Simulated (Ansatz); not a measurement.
A first try at vertical spin-state energies of FH2SSi, SMILES F[SiH]S, using Ansatz 0.2.0 through its Python package.

`spin_fh2ssi.py`
```python
"""Gap between spin states of FH2SSi at one geometry."""

import ansatz as az

GEOMETRY = """
F    -1.39760   -0.07540    0.93550
Si   -0.74660   -0.16400   -0.51290
S     0.98210    1.06780   -0.49020
H    -0.22770   -1.55660   -0.68510
H     1.43960    0.65450    0.71130
"""

system = az.Crystal.molecule()
for line in GEOMETRY.strip().splitlines():
    symbol, *xyz = line.split()
    system = system.atom(symbol, [float(v) for v in xyz])

setup = (
    system.calculation()
    .basis(gaussian="cc-pVDZ")
    .functional("r2scan0")
    .occupations("fermi_dirac", width=0.1)  # smearing steadies the SCF of a metal
)
found = {}
for unpaired in [1, 3, 5]:
    r = setup.spin("collinear", total=unpaired).run().report
    s = unpaired / 2
    found[unpaired] = r["free_energy_ev"]
    print(f"2S+1 = {unpaired + 1}: E = {found[unpaired]:.5f} eV, <S^2> = {abs(r['mean_field']['state']['spin_squared']):.3f} (pure state {s * (s + 1):.2f})")
lowest = min(found, key=found.get)
for unpaired, e in found.items():
    print(f"multiplicity {unpaired + 1}: {96.485332 * (e - found[lowest]):.1f} kJ/mol above the lowest")
```

Output of `python spin_fh2ssi.py`:
```text
Traceback (most recent call last):
  File "spin_fh2ssi.py", line 26, in <module>
    r = setup.spin("collinear", total=unpaired).run().report
        ~~~~~~~~~~~~~~~~~~~~~~~~~~~~~~~~~~~~~~~~~~~^^
  ...
ansatz.RefusalError: invalid value for `basis.gaussian`: such a run doesn't read scf.occupations; remove what it names
```
(Library frames cut from the traceback.)

Find the fault and give the corrected script.

The fault: in this program a Gaussian-basis run takes no smearing. Mended:

```diff
--- before
+++ after
@@ -21,3 +21,2 @@
     .functional("r2scan0")
-    .occupations("fermi_dirac", width=0.1)  # smearing steadies the SCF of a metal
 )
```

The mended script runs so:

`python spin_fh2ssi.py` gives:
```text
2S+1 = 2: E = -21460.00626 eV, <S^2> = 0.753 (pure state 0.75)
2S+1 = 4: E = -21454.15352 eV, <S^2> = 3.759 (pure state 3.75)
2S+1 = 6: E = -21446.30499 eV, <S^2> = 8.759 (pure state 8.75)
multiplicity 2: 0.0 kJ/mol above the lowest
multiplicity 4: 564.7 kJ/mol above the lowest
multiplicity 6: 1322.0 kJ/mol above the lowest
```

Total energies depend on the basis set; only differences at equal settings carry meaning. The geometry is a force-field or estimated start, not a minimum of this method, and the basis set is short of its limit. All parts are taken at fixed geometry, without zero-point energy. The species is open-shell (spin multiplicity 2). Hardware and time: 20 s on 1 thread of Intel(R) Xeon(R) Processor @ 2.30GHz, on a shared host, peak memory 0.28 GiB.
